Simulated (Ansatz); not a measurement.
BHPb2O4 (C2/m, No. 12; cell taken from a computed entry) was calculated with PBEsol+SOC (plane waves, PAW; Ansatz, a first-principles code).

Run with plane-wave cutoff 520 eV, 8×8×6 k mesh (along the axes of the cell as run), Fermi–Dirac smearing 0.01 eV, PAW data made under PBE.

Cell (relaxed with PBEsol):

Space group C2/m (No. 12); a = 12.9189 Å, b = 5.6711 Å, c = 7.3799 Å, α = 90.00°, β = 116.76°, γ = 90.00°

```csv
atom,site,symmetry,x,y,z
B,4i,m,0.3307,0.0000,0.3443
H,4i,m,0.0377,0.5000,0.3778
Pb,4i,m,0.0582,0.0000,0.2679
Pb,4i,m,0.1561,0.5000,0.0737
O,4i,m,0.4103,0.0000,0.2687
O,4i,m,0.3718,0.0000,0.5554
O,4i,m,0.2150,0.0000,0.2146
O,4g,2,0.0000,0.2544,0.0000
```
(The calculation used a cell of 16 atoms; values per cell refer to that cell.)

Q: Predict the band gap, smallest direct gap on the k points sampled and Γ–Γ gap.

A: 
* **band gap**: 2.85 eV (indirect)
* **smallest direct gap on the k points sampled**: 3.06 eV
* **Γ–Γ gap**: 3.78 eV

Note: cell and atoms aren't relaxed at this level (largest force component 0.08 eV/Å).

Computed values are for the static lattice.

Cost on a shared machine: roughly 80 core-minutes.
